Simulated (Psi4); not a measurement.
This Psi4 input (B3LYP/6-31+G*) gives -133.92643 Eh with 67 basis functions.

```
memory 8100 MB

molecule {
0 1
C    -0.02656740   -0.39643901    0.74037214
N    -0.04025319    0.87186173    0.00009760
C    -0.04739019   -0.39723479   -0.73890413
H     0.88684478    1.28341918   -0.01317394
H    -0.93332050   -0.60983971    1.29271705
H    -0.96932769   -0.61121579   -1.26527787
H     0.88822522   -0.70100522    1.23593203
H     0.85309603   -0.70234775   -1.25968851
}

set {
  basis 6-31+g*
  scf_type df
}

energy('b3lyp')
print_variables()
```

Change:
```diff
- basis 6-31+g*
+ basis 6-31g*
```

**Question.** What does the run give now?

**Answer.** -133.91931 Eh (B3LYP/6-31G*, 55 functions), a change of +7.12 mEh.
